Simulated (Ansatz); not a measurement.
Cost and result for the atomization energy of `C=C(C)C(=C)Cl` (13 atoms, 12 bonds).

```xyz
13

C     0.1795   -1.8386    0.1898
C    -0.0164   -0.5215    0.1219
C    -1.0216    0.1590    1.0023
C     0.7266    0.3386   -0.8043
C     0.5703    1.6559   -0.9122
Cl    1.8973   -0.4291   -1.8347
H    -0.3886   -2.4420    0.8875
H     0.9008   -2.3432   -0.4384
H    -1.7901    0.6647    0.4114
H    -0.5485    0.9130    1.6373
H    -1.5124   -0.5694    1.6470
H    -0.1464    2.1759   -0.2913
H     1.1494    2.2368   -1.6163
```

Total charge 0; spin multiplicity 1. The geometry is a stationary point of PBE0-D4/def2-TZVP. It is one conformer, not always the lowest. Program: Ansatz. All runs use 4 threads of an Arm Neoverse V2 on a shared host. Times are those of one run each, without the atoms' runs, and a repeat can differ threefold. Electronic energies, without spin–orbit coupling; frozen cores. CCSD(T)/CBS adds CCSD(T) − MP2 in def2-TZVPP to the MP2 limit, and its time is that of the two runs behind it. T1 = 0.010; the RHF reference is unstable towards UHF.

CCSD(T)/CBS is a level of theory with its own doubt, some kJ/mol a heavy atom from the limit and from the frozen cores, so smaller differences don't rank the functionals.

```
                             level  functions  wall time  atomization (kJ/mol)  difference from CCSD(T)/CBS  per bond
              revPBE-D4/def2-TZVPP        295      2.4 s                5426.6                         41.0       3.4
                BLYP-D4/def2-TZVPP        295      2.5 s                5393.1                          7.5       0.6
   PBE-D4/def2-TZVPP (with forces)        295      2.9 s                5555.3                        169.7      14.1
                PBE0-D4/def2-TZVPP        295      3.4 s                5458.3                         72.7       6.1
               BHLYP-D4/def2-TZVPP        295      3.7 s                5240.8                       -144.8     -12.1
           CAM-B3LYP-D4/def2-TZVPP        295        4 s                5405.3                         19.7       1.6
r2SCAN-D4/def2-TZVPP (with forces)        295      5.5 s                5422.1                         36.5       3.0
               PBE-QIDH/def2-TZVPP        295      7.5 s                5399.7                         14.1       1.2
                  CCSD(T)/def2-SVP        123      8.5 s                5175.3                       -210.3     -17.5
  ωB97M-V/def2-TZVPP (with forces)        295       12 s                5406.3                         20.7       1.7
                    MP2/def2-QZVPP        565       31 s                5438.1                         52.5       4.4
                CCSD(T)/def2-TZVPP        295     12 min                5261.0                       -124.6     -10.4
                 CCSD(T)/CBS(def2)          –     12 min                5385.6                          0.0       0.0
```

In def2-TZVPP, CCSD(T) changes the Hartree–Fock value by +1267.3 kJ/mol (the triples alone add +91.3 kJ/mol) and MP2 by +1371.4 kJ/mol; breaking electron pairs costs correlation energy, which Hartree–Fock lacks. From PBE to PBE0 (25 % exact exchange), in def2-TZVPP and without D4, the atomization energy moves by −92.2 kJ/mol: exact exchange takes away binding that semilocal exchange gives to molecules. At CCSD(T), def2-SVP lies −210.3 kJ/mol from the extrapolated value and def2-TZVPP −124.6 kJ/mol: correlation converges slowly with the basis, and small sets miss more of it in the bonded molecule than in its fragments.
